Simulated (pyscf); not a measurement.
Optimised with ωB97X-D3(BJ)/def2-SVP in PySCF.

Q: For the elementary gas-phase step `[OH][GeH2][Cl]` + `[H][H]` → `[Cl][GeH3]` + `[OH2]` (singlet surface; Ge–O, H–H broken, Ge–H, H–O formed), what barrier and reaction energy does ωB97M-D3(BJ)/def2-TZVP give, measured from the separated reactants?

A: ΔE‡ = 43.5 kcal/mol, ΔE = +3.8 kcal/mol. Zero-point energy shifts the barrier by +2.4 kcal/mol. It is a four-centre exchange, with an imaginary mode of 1402i cm⁻¹. On the product side the descent ends in a complex, 4.4 kcal/mol under the separated species and 43.8 kcal/mol under the saddle at ωB97X-D3(BJ)/def2-TZVP. One saddle was located; it need not be the lowest between these sides. Elements up to Kr have no core potential and no relativistic terms here.
